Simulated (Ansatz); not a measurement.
# CHNO: small, medium and large basis sets

One table from this session's results is given with a row withheld; the runs are named, their logs left out.

Method: one geometry, several basis sets; program: Ansatz 0.2.0, Gaussian basis.

The runs, in order: PBE0-D4/def2-SVP; ωB97M-V/def2-SVP; PBE0-D4/def2-QZVPP; ωB97M-V/def2-QZVPP; CCSD(T)/cc-pV(D+d)Z; CCSD(T)/cc-pV(T+d)Z; CCSD(T)/cc-pV(Q+d)Z; the functionals' def2-TZVPP values are taken from earlier runs.

## The relaxed structure

All runs share one geometry, relaxed beforehand with PBE0-D4 in a triple-zeta def2 set.

SMILES `N#CO`, 4 atoms, charge 0, spin multiplicity 1.

Atoms are counted from 1 here; the program's logs count them from 0.

Bond lengths: N1–C2 1.153 Å, C2–O3 1.290 Å, O3–H4 0.966 Å. Angles: N1–C2–O3 176.9°, C2–O3–H4 110.5°.

The first run:

in.yaml

```yaml
crystal:
  periodic: [false, false, false]
  atoms:
    - {symbol: N, position_ang: [-1.328153, -0.179499, 0.880489]}
    - {symbol: C, position_ang: [-0.418574, 0.056646, 0.212936]}
    - {symbol: O, position_ang: [0.569586, 0.382596, -0.549776]}
    - {symbol: H, position_ang: [1.232742, -0.320142, -0.563949]}
basis:
  gaussian: {orbitals: def2-SVP}
hamiltonian: {xc: pbe0, dispersion: d4}
output: {orbitals: {seedname: orbitals}}
```

On the command line:

```bash
> ansatz run in.yaml --threads 2 --pin off --events-out ev --progress --plain --max-ram 32768MiB --backend cpu
```

Steps of the session up to this table: PBE0-D4 in def2-SVP; ωB97M-V in def2-SVP; PBE0-D4 in def2-QZVPP; ωB97M-V in def2-QZVPP.

One table of the session follows, with a row left open; its other results are not shown here.

It belongs to the step «Density functionals: the series». 

```
functional       basis  HOMO (eV)  LUMO (eV)
   PBE0-D4    def2-SVP          ?          ?
   PBE0-D4  def2-TZVPP      -9.01      -0.38
   PBE0-D4  def2-QZVPP      -9.05      -0.63
   ωB97M-V    def2-SVP     -11.16       1.97
   ωB97M-V  def2-TZVPP     -11.35       1.14
   ωB97M-V  def2-QZVPP     -11.39       0.66
```

Q: Estimate the row for PBE0-D4, def2-SVP from the others.

The run gave: HOMO (eV): -8.85; LUMO (eV): 0.24. In the column «HOMO (eV)» it is the highest.
